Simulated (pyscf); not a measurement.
PySCF, gas phase, ωB97X-D3(BJ)/def2-SVP geometries.

How much does it cost (ΔH, 298 K, ωB97M-D3(BJ)/def2-TZVP) to split `[O]=[CrH](=[O])[F]` at its Cr–H bond into [O=Cr(=O)–F]• + H•?

Cr–H to [O=Cr(=O)–F]• + H•: 48.6 kcal/mol. The 7 functionals that were run give +38.3 (M06-2X) to +55.8 kcal/mol (PBE). The radicals are drawn with the spin at the cut bond; how far it spreads was not checked. Other isomers of [O=Cr(=O)–F]• were not searched in full and may lie lower. Open-shell species with a d-block atom are single-reference here; other states, and whether the spin sits on metal or ligand, were not checked.
